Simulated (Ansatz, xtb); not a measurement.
Breaking a bond: Na2, singlet.

Methods: GFN1-xTB (xtb); RCCSD(T) = CCSD(T) on RHF/aug-cc-pVDZ, frozen core (Ansatz, a first-principles code); FCI = full CI/aug-cc-pVDZ, frozen core (Ansatz).

Energies are in kcal/mol, each relative to the lowest point of its own curve near equilibrium.

```
R / Å  GFN1-xTB  RCCSD(T)   FCI
-----  --------  --------  ----
2.47        7.8       8.8   8.8
2.66        1.5       4.3   4.3
2.78        0.2       2.4   2.4
2.88        0.0       1.3   1.3
2.99        0.4       0.5   0.5
3.10        1.1       0.1   0.1
3.15        1.6       0.0   0.0
3.24        2.5       0.0   0.0
3.44        5.1       0.5   0.5
3.59        7.2       1.3   1.3
3.79       10.3       2.6   2.6
4.16       17.1       5.4   5.4
4.68       28.9       9.2   9.2
5.08       39.1      11.5  11.5
5.65       54.5      13.6  13.6
6.19       69.2      14.7  14.7
6.78       84.1      15.3  15.3
7.60      100.5      15.6  15.6
8.46      110.7      15.7  15.7
9.42      115.4      15.8  15.8
```

With two correlated electrons CCSD is exact in the basis where it finds the lowest root (RCCSD(T)).
